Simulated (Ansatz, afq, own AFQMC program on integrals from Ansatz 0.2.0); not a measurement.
H$_{2}$Cl, doublet in cc-pVTZ, levels against CCSDT(Q)

```csv
atom,x (Å),y (Å),z (Å)
Cl,0.0000,0.0000,-1.2253
H,0.0000,0.0000,0.1367
H,0.0000,0.0000,1.0887
```

Basis cc-pVTZ. Noble-gas cores (and the filled d shells of Ga–Kr and In–Xe) are frozen. Ansatz 0.2.0 and our own AFQMC program on the same integrals; the CISD trial comes from CCSD amplitudes, and released means the phaseless constraint is let go. Error bars are statistical, one sigma.

Determinant: UHF, the one that the program's search chose, which needn't be the lowest solution. The geometry is a point of a scan.

No full CI on the walks' own integrals is used here; CCSDT(Q) serves as the reference and is uncertain by about the last step of the cluster series.

Cautions: the released energies move by 1.5 errors or more from one time to the next, so no released level is given (meV from the phaseless value at times in 1/Eh: 0.3 ± 1.8 at 0.24, -3.3 ± 2.3 at 0.51, -5.5 ± 1.9 at 0.99, -5 ± 3 at 1.62, -11 ± 3 at 2.40), though the last usable value meets CCSDT(Q) within the noise.

```
T1 diagnostic                               : 0.0126
weight of the determinant in the CISD state : 0.909
⟨S²⟩ of the determinant                     : 0.778
size of the correlated space                : 9 electrons in 57 orbitals
```

Reference: CCSDT(Q), correlation energy -6.666 eV.

```tsv
level	E − E(reference) (kcal/mol)	share of correlation (%)
HF	153.72	0.00
MP2	20.96	86.36
CCSD	5.92	96.15
CCSD(T)	0.62	99.59
CCSDT	0.22	99.86
ph-AFQMC/HF	-0.46 ± 0.29	100.30
ph-AFQMC/CISD	0.12 ± 0.06	99.92
```

A walk keeps the symmetry of its determinant, which the program's search chose and which needn't be the lowest solution, so a lower state of the same spin and another symmetry isn't excluded.
